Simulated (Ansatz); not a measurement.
Stepwise reaction of `[OH][Mg][OH]` with hydrogen fluoride, as a gas-phase model of exchange steps in deposition or etching. ΔE in kJ/mol.

Program: Ansatz. Geometries: PBE0-D4/def2-TZVP. ΔE: electronic, gas phase. CCSD(T)/CBS adds triple-zeta CCSD(T) − MP2 to the extrapolated MP2 energy (def2 sets, frozen cores). This one scheme is used for every species. Functionals use def2-TZVPP. B3LYP here is the variant with VWN-RPA as its local correlation; programs differ in this. For Mg outer-core shells are correlated without core-valence functions, which leaves a few kJ/mol of doubt a bond. Each species was taken in one conformer, which may not be the lowest.

```
step                                    reaction  PBE-D4  B3LYP-D4  ωB97M-V  CCSD(T)/CBS
   1  `[OH][Mg][OH]` + H–F → `[OH][Mg][F]` + H₂O   -63.5     -63.3    -62.3        -59.6
```

Give the row of step 2, `[OH][Mg][F]` + H–F → `[F][Mg][F]` + H₂O. (Best estimate.)

Ansatz gave: 
```csv
step,reaction,PBE-D4,B3LYP-D4,ωB97M-V,CCSD(T)/CBS
2,`[OH][Mg][F]` + H–F → `[F][Mg][F]` + H₂O,-61.5,-60.2,-59.0,-57.2
```

By hand: ΔE of the 2 steps together at CCSD(T)/CBS.

(-59.6) + (-57.2) = -116.8 kJ/mol, or -58.4 kJ/mol a step.

In ΔE the steps differ by no more than 2.4 kJ/mol. All are downhill at CCSD(T)/CBS. PBE-D4 differs from CCSD(T)/CBS by -4.3 to -3.9 kJ/mol a step. Isolated molecules leave out the surface, adducts and barriers. Largest T1 diagnostic: 0.012.
